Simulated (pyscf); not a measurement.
Thermochemistry of product channels of boric acid (HO–B(OH)–OH) + H atom (H•) on the doublet surface, in kcal/mol, from ωB97M-D3(BJ)/def2-TZVP energies (ideal gas, 1 atm, RRHO with modes under 100 cm⁻¹ raised to 100, one conformer, R ln 2 for chiral ones without a mode under 150 cm⁻¹). Single points on ωB97X-D3(BJ)/def2-SVP structures (PySCF, gas phase).

| products | ΔE | ΔH(298 K) | ΔG(298 K) | ΔG(1200 K) |
|---|---|---|---|---|
| •O–B(OH)–OH + hydrogen (H₂) | +15.6 | +14.1 | +11.9 | +5.5 |
| water (H₂O) + [HO–B–OH]• | (withheld) | +33.4 | +28.9 | +17.5 |
| hydroxyl (OH•) + HO–BH–OH | (withheld) | +41.0 | +37.5 | (withheld) |

Fill in the missing entries.


- water (H₂O) + [HO–B–OH]•, ΔE: +30.8
- hydroxyl (OH•) + HO–BH–OH, ΔE: +39.6
- hydroxyl (OH•) + HO–BH–OH, ΔG(1200 K): +29.1

These are energies of the channels, which say nothing of barriers. Left out: orbital degeneracy and the spin-orbit lowering of OH.
